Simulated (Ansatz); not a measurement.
Geometry optimisation, RKS B3LYP-D4/def2-SVP (Ansatz 0.2.0).

Input file:

```yaml
crystal:
  periodic: [false, false, false]
  atoms:
    - { symbol: O, position_ang: [-0.3373, 0.3059, -1.7873] }
    - { symbol: H, position_ang: [-0.8541, -0.2741, -1.2236] }
    - { symbol: H, position_ang: [0.3907, -0.2168, -2.1293] }
    - { symbol: O, position_ang: [-0.5005, -0.6962, 1.0183] }
    - { symbol: C, position_ang: [0.1857, -0.0105, 1.6481] }
    - { symbol: S, position_ang: [1.1155, 0.8916, 2.4739] }
basis:
  gaussian: { orbitals: def2-SVP }
hamiltonian:
  xc: b3lyp
  dispersion: d4
relax:
  f_tol: 0.02
  max_steps: 40
scf:
  lower_state_search: "off"
```

Command:

```bash
$ ansatz run input.yaml --threads 1 --pin off --max-ram 2048MiB --backend cpu --events-out ev --progress --plain --runs-dir out
```

Problem. Where does it end, and by what steps?

Solution. The run converged. The force dipped under the threshold on the way, but the program's further checks kept it going. After 14 steps the energy has fallen by 0.072 eV; S6 moved furthest, 0.56 Å.

| step | energy less start (eV) | largest force component (eV/Å) | accepted |
| --- | --- | --- | --- |
| 0 | 0.0000 | 0.965 | yes |
| 1 | -0.0356 | 0.614 | yes |
| 2 | -0.0172 | 1.328 | no |
| 3 | -0.0513 | 0.526 | yes |
| 4 | -0.0585 | 0.293 | yes |
| 5 | -0.0608 | 0.268 | yes |
| 6 | -0.0662 | 0.303 | yes |
| 7 | -0.0703 | 0.193 | yes |
| 8 | -0.0718 | 0.086 | yes |
| 9 | -0.0695 | 0.315 | no |
| 10 | -0.0721 | 0.027 | yes |
| 11 | -0.0718 | 0.112 | no |
| 12 | -0.0722 | 0.010 | yes |
| 13 | -0.0722 | 0.022 | yes |
| 14 | -0.0722 | 0.014 | yes |

```xyz
6
Properties=species:S:1:pos:R:3
O -0.201 0.423 -1.472
H -0.914 -0.188 -1.239
H 0.503 -0.169 -1.772
O -0.630 -0.941 1.116
C 0.117 -0.112 1.444
S 1.125 0.986 1.924
```

Run time: 11 s on 1 CPU thread of a shared host.
